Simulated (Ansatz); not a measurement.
SbH$_{3}$, triplet: vertical spin and charge gaps

Geometry (PBE0/def2-TZVP stationary point for this spin, not checked as a minimum):

```xyz
4

Sb    0.0000   -0.0133    0.0000
H     0.0000   -0.0423   -1.8410
H     0.0000    1.6869    0.0000
H     0.0000   -0.0423    1.8410
```

Basis def2-TZVPP with its core potentials; Ansatz 0.2.0. Only valence electrons are correlated (noble-gas cores and the filled d shells of p-block atoms frozen). R marks a restricted (for open shells ROHF) determinant, U an unrestricted one. Active spaces: valence = (8e, 7o) chosen from the atoms' valence shells. No spin–orbit coupling is included; scalar relativity enters through the core potentials alone.

Gaps are energies of the second state less the first, at fixed atoms, for a selection of the levels run; each method lands on the state that its own search finds for that charge and spin.

Unrestricted rows (U, and Kohn–Sham where it breaks symmetry) aren't spin-pure: their determinants' ⟨S²⟩ exceeds S(S+1) by up to 0.13, so they mix in states of higher spin. A value is left out where its run failed or describes another state than the reference as far as symmetry and spin tell, or, spin-broken singlets apart, can't be checked.

Q: PBE gives 8.253 eV for removing an electron, to the doublet. Estimate what UCCSDT(Q) gives in def2-TZVPP.

A: UCCSDT(Q) in def2-TZVPP gives 8.149 eV, so against it PBE is off by 0.104 eV.

Large singles or doubles amplitudes warn of static correlation in the SbH3⁺ doublet.

```
                   level  gap (eV)  error (meV)  ⟨S²⟩ where 0.1 over S(S+1) (first / second)
                     UHF     8.085          -64                                     – / 0.88
                    UMP2     8.247           98                                     – / 0.88
                   UCCSD     8.161           12                                     – / 0.88
                UCCSD(T)     8.152            3                                     – / 0.88
                 BCCD(T)     8.151            2                                        – / –
                  UCCSDT     8.151            2                                     – / 0.88
  CASSCF (valence space)     7.188         -961                                        – / –
  NEVPT2 (valence space)     7.979         -170                                        – / –
  MRCISD (valence space)     8.063          -86                                        – / –
MRCISD+Q (valence space)     8.159           10                                        – / –
                  r2SCAN     8.443          294                                        – / –
                    PBE0     8.372          223                                        – / –
                   B3LYP     8.448          299                                        – / –
                 wB97M-V     8.284          135                                        – / –
                  B2PLYP     8.320          171                                        – / –
                 RPA-PBE     8.373          224                                        – / –
```

Q: PBE gives 6.272 eV for quintet less triplet. Estimate what UCCSDT(Q) gives in def2-TZVPP.

A: UCCSDT(Q) in def2-TZVPP gives 6.446 eV, so against it PBE is off by -0.174 eV.

```
                   level  gap (eV)  error (meV)
                    UMP2     6.403          -43
  CASSCF (valence space)     6.347          -99
  NEVPT2 (valence space)     6.426          -20
  MRCISD (valence space)     6.482           36
MRCISD+Q (valence space)     6.479           33
                  r2SCAN     6.265         -181
                    PBE0     6.319         -127
                 r2SCAN0     6.274         -172
                 wB97M-V     6.606          160
                 RPA-PBE     6.490           44
```

Functionals correlate the shells that the reference freezes, so part of their error here is the reference's.

Full CI isn't at hand for all of this; UCCSDT(Q) serves as the reference, and is uncertain by about the last step of the cluster series. The frozen core follows each run's orbitals, which can shift R against U totals by a few meV for light atoms and by up to 0.1 eV past Ca.
